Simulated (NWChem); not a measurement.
Molecule: CS; SMILES [C-]#[S+]

All runs: NWChem. All runs use the structure optimised with PBE0-D3(BJ)/def2-TZVP. Vertical excitations in the gas phase; the lowest state need not have the same character in each row.

```json
[
 {"level": "PBE/def2-SVP, full TDDFT", "lowest excitation, singlet (eV)": "4.91", "oscillator strength of that lowest state": "0.012", "orbital gap (eV)": "4.05"},
 {"level": "B3LYP/def2-SVP, full TDDFT", "lowest excitation, singlet (eV)": "4.93", "oscillator strength of that lowest state": "0.012", "orbital gap (eV)": "___"},
 {"level": "CAM-B3LYP/def2-SVP, full TDDFT", "lowest excitation, singlet (eV)": "4.96", "oscillator strength of that lowest state": "0.012", "orbital gap (eV)": "9.42"},
 {"level": "PBE0/def2-SVP, full TDDFT", "lowest excitation, singlet (eV)": "4.93", "oscillator strength of that lowest state": "0.012", "orbital gap (eV)": "6.66"}
]
```

Task: What belongs in the gaps?

Result: 
- B3LYP/def2-SVP, full TDDFT, orbital gap (eV): 6.18
